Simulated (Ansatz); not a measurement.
# Other spins and charges of GeAsH₃ (H-bridged), singlet at one geometry

Geometry (PBE0/def2-TZVP stationary point for this spin, not checked as a minimum):

```xyz
5

Ge   -0.0184    0.0000    1.1160
As   -0.0047    0.0000   -1.1350
H     1.3379    0.0000   -0.1370
H     0.1701    1.2375    2.0381
H     0.1701   -1.2375    2.0381
```

Basis cc-pVTZ; Ansatz 0.2.0. Correlated methods freeze the noble-gas cores and the filled d shells of p-block atoms. Prefix R: restricted or restricted open-shell reference; prefix U: unrestricted. Active spaces: valence = (12e, 11o) chosen from the atoms' valence shells. No spin–orbit coupling is included, and no scalar relativity.

Gaps are energies of the second state less the first, at fixed atoms, for a selection of the levels run; each method lands on the state that its own search finds for that charge and spin.

Question: PBE gives 7.477 eV for removing an electron, to the doublet. Estimate what UCCSDT(Q) gives in cc-pVTZ.

Answer: UCCSDT(Q) in cc-pVTZ gives 7.500 eV, so against it PBE is off by -0.023 eV.

| level | gap (eV) | error (meV) |
| --- | --- | --- |
| UHF | 6.470 | -1030 |
| UCCSD | 7.421 | -79 |
| UCCSD(T) | 7.498 | -2 |
| BCCD(T) | 7.502 | 2 |
| UCCSDT | 7.493 | -7 |
| CASSCF (valence space) | 6.520 | -980 |
| r2SCAN | 7.474 | -26 |
| B2PLYP | 7.477 | -23 |
| RPA-PBE | 7.745 | 245 |

Question: PBE gives 0.919 eV for triplet less singlet. Estimate what UCCSDT(Q) gives in cc-pVTZ.

Answer: UCCSDT(Q) in cc-pVTZ gives 1.105 eV, so against it PBE is off by -0.186 eV.

```
                 level  gap (eV)  error (meV)
                   UHF     0.676         -429
                 UCCSD     1.082          -23
              UCCSD(T)     1.111            6
               BCCD(T)     1.116           11
NEVPT2 (valence space)     1.154           49
                r2SCAN     0.785         -320
                  PBE0     0.910         -195
                 B3LYP     1.018          -87
                B2PLYP     1.084          -21
               RPA-PBE     1.130           25
```

Functionals correlate the shells that the reference freezes, so part of their error here is the reference's.

Full CI isn't at hand for all of this; UCCSDT(Q) serves as the reference, and is uncertain by about the last step of the cluster series. The frozen core follows each run's orbitals, which can shift R against U totals by a few meV for light atoms and by up to 0.1 eV past Ca.
